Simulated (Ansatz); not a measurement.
A made-up structure of SiHSO (charge +1), singlet:

```tsv
atom	x (Å)	y (Å)	z (Å)
O1	-0.9149	-1.3447	0.3573
Si2	-0.0394	0.3424	-0.2128
S3	0.7977	-0.6442	0.7242
H4	0.1566	1.6465	-0.8687
```

It is relaxed with PBE-D4/def2-SVP and then PBE0-D4/def2-TZVP (Ansatz 0.2.0). Atoms count as bonded within 1.22 times the sum of their covalent radii (H–H: 0.88 Å). The end point is not checked to be a true minimum.

(1) Does its bonding change? (A judgement: the text doesn't fix the answer.)

Answers

(1) Computed: No: no bond forms or breaks.

Where it ends: The first stage lowers the energy by 5.40 eV in 7 steps. It ends as SiHSO ([O]1[SiH][S]1), total charge +1:
O1  (-0.803, -0.948, 0.181)
Si2  (0.042, 0.358, -0.185)
S3  (0.907, -0.999, 0.976)
H4  (-0.145, 1.589, -0.971)
(Å)

Labels in which every atom is bracketed show which atoms are joined, not bond orders.

For scale, one of the runs: PBE0-D4/def2-TZVP relaxation, 111 basis functions, launched by `ansatz run in.yaml --threads 2 --pin off --events-out ev --progress --plain --max-ram 4352MiB`. Hardware: 2 CPU threads of an Arm Neoverse V2, shared host. Wall time about 12 s.
